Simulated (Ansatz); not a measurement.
Born–Oppenheimer molecular dynamics of BH7Si (9 atoms, charge 0, multiplicity 1). It starts at the highest image of a converged band, a first-order saddle point between two minima.

All numbers below come from RKS B3LYP-D4/def2-TZVP in Ansatz 0.2.0.

```
ensemble                      : NVE (velocity Verlet)
time step                     : 0.5 fs
steps asked                   : 200
starting velocities drawn for : 100 K
seed                          : 7669
```

First frame:

```xyz
9
Properties=species:S:1:pos:R:3
B -0.119 -0.288 0.220
H 0.146 0.649 1.031
H 0.675 -0.103 -0.647
H -1.300 -0.184 0.107
Si 0.150 -2.258 0.747
H -0.285 -3.007 -0.453
H 1.561 -2.607 1.040
H -0.680 -2.679 1.900
H 0.326 -0.312 1.386
```

Q: How far do the bonds stretch over the last three quarters of this one trajectory? (Pairs bonded in most of those frames.)

A: 
```json
{"bond": "B1–H2", "mean (Å)": "1.205", "spread (Å)": "0.028", "shortest": "1.16", "longest": "1.27"}
{"bond": "B1–H3", "mean (Å)": "1.202", "spread (Å)": "0.013", "shortest": "1.17", "longest": "1.23"}
{"bond": "B1–H4", "mean (Å)": "1.210", "spread (Å)": "0.021", "shortest": "1.17", "longest": "1.26"}
{"bond": "B1–Si5", "mean (Å)": "2.296", "spread (Å)": "0.024", "shortest": "2.24", "longest": "2.34"}
{"bond": "B1–H9", "mean (Å)": "1.333", "spread (Å)": "0.041", "shortest": "1.25", "longest": "1.43"}
{"bond": "Si5–H6", "mean (Å)": "1.470", "spread (Å)": "0.015", "shortest": "1.45", "longest": "1.49"}
{"bond": "Si5–H7", "mean (Å)": "1.480", "spread (Å)": "0.008", "shortest": "1.47", "longest": "1.49"}
{"bond": "Si5–H8", "mean (Å)": "1.475", "spread (Å)": "0.003", "shortest": "1.47", "longest": "1.48"}
{"bond": "Si5–H9", "mean (Å)": "1.633", "spread (Å)": "0.101", "shortest": "1.44", "longest": "1.80"}
```

Mean temperature of the second half: 274 K. The conserved energy stayed within 0.057 meV per atom of its start (net change -0.029 meV per atom), so the integration is sound. The system heated up, since it started high on the potential surface and ran downhill. A run of 0.1 ps of so small a system gives no equilibrium averages. The orbitals stay closed-shell, which can raise the energy where a bond breaks towards radicals; this wasn't checked here.

The run took 2.2 min on 4 threads of Intel(R) Xeon(R) Platinum 8488C (Sapphire Rapids), on a shared host, peak memory 0.2 GiB.
